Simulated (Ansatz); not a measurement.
How close CCSD(T) comes to the exact answer in a basis

Each species is computed at the geometry given (Å), with frozen cores, in Ansatz 0.2.0: RHF-CCSD(T) for singlets, UHF-CCSD(T) otherwise, and full CI in the same basis. The program picks the determinant by a search with trial CCSD, so it needn't be the lowest Hartree–Fock solution. States: HCNa triplet Σ⁻ or Δ, HBeB singlet Σ⁺, HAlMg singlet A'. Cases whose determinant has another symmetry than full CI's state, or lies over 0.5 eV above the lowest of its kind, whose (Q) step broke down or whose higher cluster runs on it stay over 0.1 eV above full CI weren't drawn.

Question: Judging by size, spin and bonding, rank them by the size of CCSD(T)'s error in total energy against full CI in the same basis, smallest first (an estimate).
A. HCNa, triplet, cc-pVDZ: C 0.000 0.000 0.363; Na 0.000 0.000 -1.827; H 0.000 0.000 1.465
B. HBeB, singlet, cc-pVDZ: B 0.000 0.000 -2.078; Be 0.000 0.000 -0.036; H 0.000 0.000 2.114
C. HAlMg, singlet, cc-pVDZ: Al 0.000 -0.062 1.497; Mg 0.000 0.001 -1.693; H 0.000 1.649 0.738

Answer: A (20.5 meV), C (30.9 meV), B (45.5 meV).

```csv
species,basis,correlated electrons,CCSD(T) − full CI (meV),CCSDT(Q) − full CI (meV),unpaired electrons (full CI),T1,⟨S²⟩ of the determinant
"HCNa, triplet",cc-pVDZ,6,20.5,-0.9,2.03,0.019,2.02
"HAlMg, singlet",cc-pVDZ,6,30.9,1.3,0.22,0.017,0.00
"HBeB, singlet",cc-pVDZ,6,45.5,3.5,0.27,0.023,0.00
```

Unpaired electrons are Σ n²(2−n)² over natural occupations; an open shell counts its own unpaired electrons too. Frozen cores follow each run's orbitals, which moves totals by a few meV. RHF is unstable for HBeB, singlet in cc-pVDZ: UHF reaches ⟨S²⟩ = 0.94. RHF is unstable for HAlMg, singlet in cc-pVDZ: UHF reaches ⟨S²⟩ = 0.30.
